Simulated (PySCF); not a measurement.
## Calculated properties of `[SiH3]NC`

Species: CH7NSi.
SMILES with atom numbers: `[CH3:1][NH:2][SiH3:3]` (hydrogens: H4, H5, H6 on C1; H7 on N2; H8, H9, H10 on Si3)

GFN2-xTB geometry:

- Rotational constants A, B, C of the GFN2-xTB geometry: 30.206, 5.268, 4.882 GHz

**PBE0/def2-SVPD ground state and vertical TDDFT (core frozen in the response) (PySCF)**

* Dipole moment: 1.05 D
* HOMO energy: -6.73 eV
* LUMO energy: 0.33 eV
* HOMO–LUMO gap: 7.06 eV
* Lowest singlet excitation: 5.65 eV (219 nm, f = 0.004)
* Strongest line among the 8 lowest singlet transitions: S7 at 8.47 eV (146 nm, f = 0.098)
* Lowest triplet excitation (Tamm–Dancoff): 5.38 eV
* Static isotropic polarisability: 49.4 au
* Electronic spatial extent ⟨r²⟩ about the centre of nuclear charge: 312 bohr²

From PBE0/pcSseg-1 ground state and GIAO shieldings, non-relativistic (PySCF):

- Lowest Hirshfeld atomic charge: -0.25 e on N2
- Highest Hirshfeld atomic charge: +0.34 e on Si3
- 13C chemical shifts (computed TMS as zero) by class: 34.1 (C1) ppm
- 1H chemical shifts (computed TMS as zero) by class: 4.60 (H8/H9/H10), 2.79 (H4/H5/H6), -0.50 (H7) ppm
- Isotropic shieldings of nuclei other than C and H, by class: 261 (N2), 404 (Si3) ppm
- Mayer bond orders between heavy atoms: C1–N2 0.97, N2–Si3 1.02

From delta-SCF UKS SCAN, pcX-2 on the ionised atom, pcseg-1 elsewhere, spin-free X2C; 2p3/2 from a spin–orbit splitting computed afterwards within the 2p shell (PySCF):

- Core binding energies: Si2p3/2 106.8 (Si3), C1s 291.6 (C1), N1s 404.4 (N2), Si1s 1846.6 (Si3) eV

Monoisotopic mass (most abundant isotopes): 61.0348 u.

S1 lies 1.41 eV below the HOMO–LUMO gap; its leading configuration is HOMO→LUMO, weight 0.99. In atomic units the dipole is 0.41 e·bohr (1 au = 2.5417 D). No computed singlet falls in the visible range (750 to 380 nm, 1.65 to 3.26 eV); S1 lies 2.39 eV above its blue end. The polarisability is 7.31 Å³ as a volume (1 au = 0.148185 Å³), or 1.45 au for each of the 34 electrons. The rotational constants make it an asymmetric top with κ = (2B − A − C)/(A − C) = -0.97, nearer the prolate limit (−1). The 8 singlets span 5.65 to 8.58 eV, and their oscillator strengths add up to 0.20. The largest Löwdin shares of the HOMO are 0.57 on N2, 0.11 on C1, 0.10 on Si3 and 0.06 on H9. With B = h/(8π²I), that is 505.379 GHz u Å² over I, the principal moments of inertia are 16.7, 95.9 and 103.5 u Å² (most abundant isotopes); the inertial defect Ic − Ia − Ib is -9.1 u Å² (zero for a rigid planar frame, negative otherwise).

Geometry: GFN2-xTB; no solvent or vibrations. NMR classes are plain means over equivalent atoms (diastereotopic ones count apart unless rotation or inversion swaps them), as if these changed places fast; in this geometry the members of some classes differ.
